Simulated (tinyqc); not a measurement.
Worked calculation: UHF in the sto-3g basis, for LiH, spin multiplicity 3. One step of it, computed by the program tinyqc.

Question. Iteration 3: building the Fock matrix. J_ij = sum D_kl (ij|kl) with D = D(alpha) + D(beta), K_ij = sum D_kl (ik|jl) for each spin; F = H + J - K(s); E = tr D H + tr D J / 2 - 0.5 sum_s tr D(s) K(s) + E_nn.

D(alpha) after iteration 2:
```
            1Li 1s     1Li 2s   1Li 2px   1Li 2py    1Li 2pz      2H 1s
1Li 1s    1.059297  -0.248590  0.000000  0.000000   0.053923   0.014856
1Li 2s   -0.248590   1.043851  0.000000  0.000000  -0.199167  -0.113658
1Li 2px   0.000000   0.000000  0.000000  0.000000   0.000000   0.000000
1Li 2py   0.000000   0.000000  0.000000  0.000000   0.000000   0.000000
1Li 2pz   0.053923  -0.199167  0.000000  0.000000   0.064061   0.172878
2H 1s     0.014856  -0.113658  0.000000  0.000000   0.172878   0.892021
```

D(beta) after iteration 2:
```
            1Li 1s     1Li 2s   1Li 2px   1Li 2py    1Li 2pz      2H 1s
1Li 1s    0.980777   0.037247  0.000000  0.000000   0.003449  -0.005159
1Li 2s    0.037247   0.001415  0.000000  0.000000   0.000131  -0.000196
1Li 2px   0.000000   0.000000  0.000000  0.000000   0.000000   0.000000
1Li 2py   0.000000   0.000000  0.000000  0.000000   0.000000   0.000000
1Li 2pz   0.003449   0.000131  0.000000  0.000000   0.000012  -0.000018
2H 1s    -0.005159  -0.000196  0.000000  0.000000  -0.000018   0.000027
```

core Hamiltonian H = T + V (hartree):
```
            1Li 1s     1Li 2s    1Li 2px    1Li 2py    1Li 2pz      2H 1s
1Li 1s   -4.623595  -1.037028   0.000000   0.000000  -0.006965  -0.043074
1Li 2s   -1.037028  -1.317192   0.000000   0.000000  -0.076145  -0.303102
1Li 2px   0.000000   0.000000  -1.071596   0.000000   0.000000   0.000000
1Li 2py   0.000000   0.000000   0.000000  -1.071596   0.000000   0.000000
1Li 2pz  -0.006965  -0.076145   0.000000   0.000000  -1.126633  -0.433396
2H 1s    -0.043074  -0.303102   0.000000   0.000000  -0.433396  -1.119061
```

Two-electron integrals (ij|kl) in chemists' order, unique and non-zero (hartree):
```
(11|11) 1.680395   (21|11) 0.265420   (21|21) 0.049941   (22|11) 0.397727
(22|21) 0.092860   (22|22) 0.290562   (31|31) 0.008981   (32|31) 0.013788
(32|32) 0.064184   (33|11) 0.396640   (33|21) 0.092880   (33|22) 0.290497
(33|33) 0.312946   (41|41) 0.008981   (42|41) 0.013788   (42|42) 0.064184
(43|43) 0.016869   (44|11) 0.396640   (44|21) 0.092880   (44|22) 0.290497
(44|33) 0.279207   (44|44) 0.312946   (51|51) 0.008981   (52|51) 0.013788
(52|52) 0.064184   (53|53) 0.016869   (54|54) 0.016869   (55|11) 0.396640
(55|21) 0.092880   (55|22) 0.290497   (55|33) 0.279207   (55|44) 0.279207
(55|55) 0.312946   (61|11) 0.009928   (61|21) 0.001905   (61|22) 0.003698
(61|33) 0.003647   (61|44) 0.003647   (61|51) 0.000273   (61|52) 0.000539
(61|55) 0.003803   (61|61) 0.000083   (62|11) 0.057517   (62|21) 0.013755
(62|22) 0.050506   (62|33) 0.047477   (62|44) 0.047477   (62|51) 0.002032
(62|52) 0.016070   (62|55) 0.056514   (62|61) 0.000656   (62|62) 0.019570
(63|31) 0.000667   (63|32) 0.003979   (63|53) 0.001965   (63|63) 0.000866
(64|41) 0.000667   (64|42) 0.003979   (64|54) 0.001965   (64|64) 0.000866
(65|11) 0.082289   (65|21) 0.019759   (65|22) 0.073974   (65|33) 0.068966
(65|44) 0.068966   (65|51) 0.003121   (65|52) 0.024936   (65|55) 0.083919
(65|61) 0.000957   (65|62) 0.030340   (65|65) 0.047207   (66|11) 0.217486
(66|21) 0.052435   (66|22) 0.210225   (66|33) 0.193826   (66|44) 0.193826
(66|51) 0.006949   (66|52) 0.072436   (66|55) 0.242806   (66|61) 0.002486
(66|62) 0.110124   (66|65) 0.174130   (66|66) 0.774606
```

nuclear repulsion = 0.65249964 hartree

Give: Coulomb J; exchange K(alpha); exchange K(beta); F(alpha); F(beta); total energy of this density.

Answer.

Coulomb J (hartree):
```
         1Li 1s  1Li 2s  1Li 2px  1Li 2py  1Li 2pz   2H 1s
1Li 1s   3.9666  0.6739   0.0000   0.0000   0.0024  0.0258
1Li 2s   0.6739  1.2961   0.0000   0.0000   0.0456  0.2661
1Li 2px  0.0000  0.0000   1.2775   0.0000   0.0000  0.0000
1Li 2py  0.0000  0.0000   0.0000   1.2775   0.0000  0.0000
1Li 2pz  0.0024  0.0456   0.0000   0.0000   1.3264  0.3974
2H 1s    0.0258  0.2661   0.0000   0.0000   0.3974  1.3549
```

exchange K(alpha) (hartree):
```
         1Li 1s   1Li 2s  1Li 2px  1Li 2py  1Li 2pz   2H 1s
1Li 1s   1.7008   0.2676   0.0000   0.0000   0.0016  0.0112
1Li 2s   0.2676   0.3261   0.0000   0.0000  -0.0337  0.1258
1Li 2px  0.0000   0.0000   0.0713   0.0000   0.0000  0.0000
1Li 2py  0.0000   0.0000   0.0000   0.0713   0.0000  0.0000
1Li 2pz  0.0016  -0.0337   0.0000   0.0000   0.1553  0.1999
2H 1s    0.0112   0.1258   0.0000   0.0000   0.1999  0.7374
```

exchange K(beta) (hartree):
```
         1Li 1s  1Li 2s  1Li 2px  1Li 2py  1Li 2pz   2H 1s
1Li 1s   1.6678  0.2768   0.0000   0.0000   0.0010  0.0111
1Li 2s   0.2768  0.0561   0.0000   0.0000   0.0003  0.0024
1Li 2px  0.0000  0.0000   0.0099   0.0000   0.0000  0.0000
1Li 2py  0.0000  0.0000   0.0000   0.0099   0.0000  0.0000
1Li 2pz  0.0010  0.0003   0.0000   0.0000   0.0099  0.0004
2H 1s    0.0111  0.0024   0.0000   0.0000   0.0004  0.0001
```

F(alpha) (hartree):
```
          1Li 1s   1Li 2s  1Li 2px  1Li 2py  1Li 2pz    2H 1s
1Li 1s   -2.3578  -0.6308   0.0000   0.0000  -0.0062  -0.0285
1Li 2s   -0.6308  -0.3471   0.0000   0.0000   0.0031  -0.1629
1Li 2px   0.0000   0.0000   0.1346   0.0000   0.0000   0.0000
1Li 2py   0.0000   0.0000   0.0000   0.1346   0.0000   0.0000
1Li 2pz  -0.0062   0.0031   0.0000   0.0000   0.0445  -0.2358
2H 1s    -0.0285  -0.1629   0.0000   0.0000  -0.2358  -0.5016
```

F(beta) (hartree):
```
          1Li 1s   1Li 2s  1Li 2px  1Li 2py  1Li 2pz    2H 1s
1Li 1s   -2.3248  -0.6399   0.0000   0.0000  -0.0056  -0.0284
1Li 2s   -0.6399  -0.0772   0.0000   0.0000  -0.0308  -0.0394
1Li 2px   0.0000   0.0000   0.1959   0.0000   0.0000   0.0000
1Li 2py   0.0000   0.0000   0.0000   0.1959   0.0000   0.0000
1Li 2pz  -0.0056  -0.0308   0.0000   0.0000   0.1899  -0.0363
2H 1s    -0.0284  -0.0394   0.0000   0.0000  -0.0363   0.2358
```

total energy of this density = -7.777157 hartree
